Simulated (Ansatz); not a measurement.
Energy needed to pull apart AlBH₃Cl, singlet, into free ground-state atoms, from the structure below (at a frame of a short PBE0-D4/def2-SVP trajectory); no zero-point or spin–orbit terms; open-shell atoms are treated unrestricted, in their ground-state multiplicity.

| atom | x (Å) | y (Å) | z (Å) |
| --- | --- | --- | --- |
| Al1 | -0.6720 | 0.4423 | -0.5211 |
| B2 | 0.8453 | -0.0801 | 0.8246 |
| Cl3 | 0.7358 | -1.6644 | 0.2446 |
| H4 | -1.2701 | -0.7384 | -1.4474 |
| H5 | -1.2267 | 1.9666 | -0.7793 |
| H6 | 1.7873 | 0.1453 | 1.6082 |

Program: Ansatz 0.2.0. Basis: def2-TZVPP. Cores are frozen in the correlated methods.

| method | atomization energy (kJ/mol) |
| --- | --- |
| PBE-D4 | ? |
| r2SCAN-D4 | 1582 |
| PBE0-D4 | 1564 |
| wB97M-V | 1578 |
| HF | ? |
| MP2 | 1540 |
| CCSD | 1498 |
| CCSD(T) | 1521 |

Q: What does HF give? (Judge from chemistry; the value comes from the calculation.)

A: Computed: 1183 kJ/mol, which is about 338 kJ/mol less than CCSD(T)/def2-TZVPP.

Q: What does PBE-D4 give? (An estimate is asked for; the value comes from the calculation.)

A: The calculation gives: 1574 kJ/mol, which is about 53 kJ/mol more than CCSD(T)/def2-TZVPP.

In triple zeta the MP2 and coupled-cluster atomization energies are still short of their basis limit by a few kcal/mol a bond, whereas those of the functionals are nearly converged, so these differences are not deviations from converged CCSD(T).

The T1 diagnostic stays at or below 0.013.

For scale, one of the runs: CCSD(T)/def2-TZVPP forces, 157 basis functions, launched by `ansatz run in.yaml --threads 2 --pin off --events-out ev --progress --plain --max-ram 3481MiB`. Hardware: 2 CPU threads of an Intel Xeon, shared host. Wall time 3.7 min; peak host memory 1.8 GiB.
